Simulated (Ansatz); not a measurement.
From C4H9F to CH3FO3: predicting a member

Gas-phase molecules. On one C centre that keeps F, n of the CH3 ligands are replaced by OH. The dipole moment y in D at wB97M-V/def2-TZVPP. Shapes: PBE0-D4/def2-TZVP. Flexible molecules stand in one conformer, not always the lowest. Programs: Ansatz 0.2.0.

| molecule | n | y (D) |
| --- | --- | --- |
| C4H9F | 0 | 1.89 |
| C3H7FO | 1 | ? |
| C2H5FO2 | 2 | 1.42 |
| CH3FO3 | 3 | 1.87 |

Task: Fit y = c + s·n to the known rows and predict C3H7FO.

Result: 
1. Means of the 3 rows: n = 1.66667, y = 1.727.
2. Σ(Δn)² = 4.6667, Σ(Δn·Δy) = -0.18333, so the slope is -0.18333/4.6667 = -0.039285.
3. Intercept: 1.727 − (-0.039285) × 1.66667 = 1.792. The largest residual of the fit is 0.29.
4. C3H7FO: 1.792 + (-0.039285) × 1 = 1.75 D.

The run gave 1.92 D, so the prediction is off by -0.17 D, within the largest residual. The steps per swap are uneven (+0.03, -0.50, +0.45), so a line is a poor model. Dipoles add as vectors. Other levels give for C3H7FO: PBE-D4/def2-TZVPP 1.80; r2SCAN-D4/def2-TZVPP 1.87 D. The series isn't monotonic at this level.
